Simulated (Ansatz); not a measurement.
# Structure relaxation of KBr3

Theory: DFT r2SCAN, scalar-relativistic, plane waves, PAW (Ansatz 0.2.0). Cutoff 500 eV, Γ-centred k mesh, Gaussian smearing, no spin polarisation in the final step.

KBr3 was placed on the Cu3Au (L1_2) structure type (Pm-3m, No. 221), with K in place of Au, Br in place of Cu, at a guessed volume.

```
K Br
1.0
     4.99829    0.00000    0.00000
     0.00000    4.99829    0.00000
     0.00000    0.00000    4.99829
K Br
1 3
Direct
  0.00000 0.00000 0.00000
  0.00000 0.50000 0.50000
  0.50000 0.00000 0.50000
  0.50000 0.50000 0.00000
```

Steps on the 10×10×10 mesh (4 atoms). 4 of 5 steps are shown, and the free energy counts from the last. Trial steps that were taken back and renewals of the plane-wave basis can be among the rows.

```
step  ΔF (meV/atom) V (Å³/atom) P (GPa)
   1            4.6        31.22    -0.92
   2            1.1        30.45    -0.49
   3           -0.2        29.61     0.06
   5            0.0        29.71    -0.01
```

A final relaxation ran on a 10×10×10 mesh. The relaxed crystal, Pm-3m (No. 221):

Space group Pm-3m (No. 221). a = 4.916 Å, b = 4.916 Å, c = 4.916 Å, α = 90.00°, β = 90.00°, γ = 90.00°
| atom | site | symmetry | x | y | z |
| --- | --- | --- | --- | --- | --- |
| K | 1a | m-3m | 0.0000 | 0.0000 | 0.0000 |
| Br | 3c | 4/mm.m | 0.0000 | 0.5000 | 0.5000 |

```
Volume per atom          : 29.71 Å³
Density                  : 3.90 g/cm³
Energy over the elements : -0.62 eV/atom
Gap on the 10×10×10 mesh : 0 eV (a metal)
```

Energies over the elements count from the elements' standard structures at the same level, with no empirical corrections.

The final run used a 10×10×10 mesh on its 4-atom cell and 0.10 eV smearing. The k mesh leaves about 4 meV/atom of noise in metals.

Symmetry constrained the relaxation, so the result can be a saddle point.

Cost: 2 runs of about 2 core-minutes in all, on Arm Neoverse V1 (shared hosts).